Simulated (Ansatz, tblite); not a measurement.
# The cluster Si2Se: removing and adding an electron

The task here is to estimate one member of a computed series from the others.

Computed with Ansatz 0.2.0, Gaussian basis. Level: as each input shows.

Levels to be run: charge +1 doublet, at the geometry of the singlet (PBE0-D4/def2-TZVP, PBE-D4/def2-TZVP, r2SCAN-D4/def2-TZVP, CCSD(T)/def2-TZVPP); charge -1 doublet, at the geometry of the singlet (PBE0-D4/def2-TZVPD, PBE-D4/def2-TZVPD, r2SCAN-D4/def2-TZVPD, CCSD(T)/def2-TZVPD); the starting singlet's energies come from earlier runs.

### The relaxed structure

The singlet was relaxed beforehand with PBE-D4/def2-TZVP. At that level it is the lowest of the isomers that a small search found.

3 atoms, charge 0, spin multiplicity 1.

Atoms are counted from 1 here; the program's logs count them from 0.

Bond lengths: Si1–Si2 2.417 Å, Si1–Se3 2.296 Å, Si2–Se3 2.296 Å. Angles: Si2–Si1–Se3 58.2°, Si1–Si2–Se3 58.2°, Si1–Se3–Si2 63.5°.

The first run:

File in.yaml:

```yaml
crystal:
  periodic: [false, false, false]
  atoms:
    - {symbol: Si, position_ang: [-0.646191, 1.209613, -0.059868]}
    - {symbol: Si, position_ang: [0.717691, -0.420477, 1.091988]}
    - {symbol: Se, position_ang: [-0.071490, -0.789146, -1.032119]}
basis:
  gaussian: {orbitals: def2-TZVP}
total_charge: 1
magnetization: {spin_polarized: true, initial_magnetization: 1}
hamiltonian: {xc: pbe0, dispersion: d4}
output: {orbitals: {seedname: orbitals}}
```

Run with:

```sh
$ ansatz run in.yaml --threads 4 --pin off --events-out ev --progress --plain --max-ram 3916MiB
```

Among the steps run: Charge +1 doublet at the fixed geometry, PBE0-D4/def2-TZVP; Charge +1 doublet at the fixed geometry, PBE-D4/def2-TZVP; Charge +1 doublet at the fixed geometry, r2SCAN-D4/def2-TZVP; Charge +1 doublet at the fixed geometry, CCSD(T)/def2-TZVPP.

One table of the session follows, with a row left open; its other results are not shown here.

It belongs to the step «Vertical ionisation energy». 

| method | vertical ionisation energy (eV) |
| --- | --- |
| HF/def2-TZVPP | 6.98 |
| PBE-D4/def2-TZVP | ? |
| r2SCAN-D4/def2-TZVP | 7.85 |
| PBE0-D4/def2-TZVP | 7.88 |
| MP2/def2-TZVPP | 7.95 |
| CCSD/def2-TZVPP | 7.86 |
| CCSD(T)/def2-TZVPP | 7.92 |

Q: Estimate the row for PBE-D4/def2-TZVP from the others.

The run gave: vertical ionisation energy (eV): 7.83. In the column «vertical ionisation energy (eV)» it lies between HF/def2-TZVPP (6.98) and r2SCAN-D4/def2-TZVP (7.85).

Limits of these values: The closed-shell reference under CCSD(T)/def2-TZVPP is unstable towards broken spin symmetry, which adds to the doubt on it. The anion's highest level is positive in at least one run, so there the basis alone may hold the extra electron.
